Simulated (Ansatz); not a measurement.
Geometry optimisation, Ansatz, RKS PBE0/def2-SVP.

input.yaml

```yaml
crystal:
  periodic: [false, false, false]
  atoms:
    - { symbol: Si, position_ang: [0.0, 0.0, 0.0] }
    - { symbol: H, position_ang: [0.9994, 0.0, 1.3254] }
    - { symbol: H, position_ang: [1.5827, 0.0, 0.5009] }
    - { symbol: Si, position_ang: [-1.0456, 1.8115, -0.7393] }
    - { symbol: H, position_ang: [-2.4302, 1.478, -1.0607] }
    - { symbol: H, position_ang: [-1.0215, 2.8436, 0.2931] }
    - { symbol: H, position_ang: [-0.3743, 2.3069, -1.9374] }
    - { symbol: H, position_ang: [-0.6877, -1.1914, -0.4862] }
basis:
  gaussian: { orbitals: def2-SVP }
hamiltonian:
  xc: pbe0
relax:
  f_tol: 0.15
  max_steps: 25
  restrain:
    - { distance: [1, 2], at: 1.86, k: 30.0 }
    - { distance: [0, 1], at: 1.46, k: 30.0 }
    - { distance: [0, 2], at: 1.46, k: 30.0 }
output:
  orbitals: {}
```

Run as:

```bash
$ ansatz run input.yaml --threads 1 --pin off --max-ram 2048MiB --backend cpu --events-out ev --progress --plain --runs-dir out
```

Task: Where does it end, and by what steps?

Result: The run converged. The restraints hold the end off the free minimum; the threshold counts their pulls, which the force column leaves out. Restrained pairs: H2–H3 (1.01 → 1.91 Å), Si1–H2 (1.66 → 1.46 Å), Si1–H3 (1.66 → 1.46 Å). After 4 steps the energy has fallen by 2.838 eV (the restraints' own energy left out); H2 moved furthest, 0.65 Å.

```tsv
step	energy less start (eV)	largest force component (eV/Å)	accepted
0	0.0000	2.400	yes
1	-1.1619	2.465	yes
2	-2.2275	1.840	yes
3	-2.7727	1.357	yes
4	-2.8383	1.240	yes
```

```xyz
8
Properties=species:S:1:pos:R:3
Si 0.157 -0.026 0.102
H 0.394 -0.075 1.538
H 1.611 0.052 0.066
Si -0.994 1.850 -0.700
H -2.428 1.484 -0.909
H -0.916 2.986 0.265
H -0.422 2.281 -2.013
H -0.379 -1.304 -0.452
```

The run took 5.2 s on 1 thread of Intel(R) Xeon(R) 6975P-C (Granite Rapids), with other jobs on the host, peak memory 0.13 GiB.
